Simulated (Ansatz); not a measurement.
I need a single point in a Gaussian basis of LiP. Use Ansatz 0.2.0 through its Python package. Level of theory: PBE0, def2-TZVPP basis, multiplicity 3, D4 dispersion.

The script reads `lip.xyz`:
```text
2

Li    0.00000    0.00000    0.00000
P     0.00000    0.00000    2.35000
```

`lip_energy.py`:
```python
import logging
import sys
import warnings

import ansatz as az
import numpy as np

logging.basicConfig(stream=sys.stdout, format="%(name)s: %(message)s")
log = logging.getLogger("ansatz_job")
log.setLevel(logging.INFO)

warnings.simplefilter("ignore", az.DeckWarning)

molecule = az.Crystal.molecule_from_extxyz("lip.xyz")

base = molecule.calculation()
base = base.basis(gaussian="def2-TZVPP").functional("pbe0", dispersion="d4")
base = base.spin("collinear", total=2)
base = base.forces()
res = base.run()
rep = res.report

for key in ("converged", "free_energy_ev", "reference_energy_ev", "n_frozen", "n_occupied", "n_virtual"):
    log.info(f"{key:22s} {rep[key]}")

field = rep["mean_field"]
print("<S^2> =", round(abs(field["state"]["spin_squared"]), 4), " all-electron relativity setting:", field["relativity"])
print("passes:", field["passes"])
if "symmetry" in field:
    print("occupied orbitals by irrep:", field["symmetry"]["occupied"])

symbols = [site.symbol for site in molecule.cartesian_sites]
log.info("forces (eV/A)")
for symbol, f in zip(symbols, rep["forces_ev_ang"]):
    log.info(f"  {symbol:2s} {f[0]:9.4f} {f[1]:9.4f} {f[2]:9.4f}")

charges = rep["charge_distribution"]
print("dipole moment", round(4.803205 * float(np.linalg.norm(charges["dipole_moment_e_ang"])), 3), "D")
print("Mulliken:", [(s, round(q, 3)) for s, q in zip(symbols, charges["mulliken_charges_e"])])
```

```console
$ python lip_energy.py
ansatz_job: converged              True
ansatz_job: free_energy_ev         -9487.712394847946
ansatz_job: reference_energy_ev    -9487.699316476268
ansatz_job: n_frozen               0
ansatz_job: n_occupied             [10, 8]
ansatz_job: n_virtual              [51, 53]
<S^2> = 2.007  all-electron relativity setting: none
passes: {'evaluations': 20, 'products': 22}
occupied orbitals by irrep: [{'A1': 6, 'B1': 2, 'B2': 2}, {'A1': 6, 'B1': 1, 'B2': 1}]
ansatz_job: forces (eV/A)
ansatz_job:   Li   -0.0000   -0.0000    0.1436
ansatz_job:   P     0.0000    0.0000   -0.1436
dipole moment 6.798 D
Mulliken: [('Li', 0.598), ('P', -0.598)]
```

Notes:
- Total energies depend on the basis set; only differences at equal settings carry meaning.
- The geometry is a force-field or estimated start, not a minimum of this method, and the basis set is short of its limit.
- The run takes the species as open-shell (spin multiplicity 3), which needn't be its ground state.
- Total less reference energy is the dispersion correction.
- The spin state was assumed, and another may lie lower.
- It ran for 2.1 s on 1 thread of Arm Neoverse V1, on a shared host, peak memory 0.18 GiB.
